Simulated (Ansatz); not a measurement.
System: cubic perovskite BaTiO3 (cubic high-temperature phase). Method: HSE06 (PAW; Ansatz, a program for electronic structure).

Settings: plane-wave cutoff 460 eV, 6×6×6 k mesh, Fermi–Dirac smearing 0.01 eV, no spin polarisation, scalar-relativistic PAW data made under PBE.

Response to compression and expansion:

```
V (Å³/atom)  P (GPa)  direct gap at Γ (eV)
-----------  -------  --------------------
11.931         11.06                 3.400
12.245          5.33                 3.365
12.559          0.32                 3.326
12.727         -2.10                 3.304
12.873         -4.06                 3.284
13.187         -7.88                 3.240
```

The fundamental gap (3.26 eV at the equilibrium volume, on the SCF mesh) lies elsewhere than Γ–Γ.

Note: the relaxation could not lower the start's symmetry, so the cell can be a saddle point above a distorted one.

Spin–orbit coupling is not included.
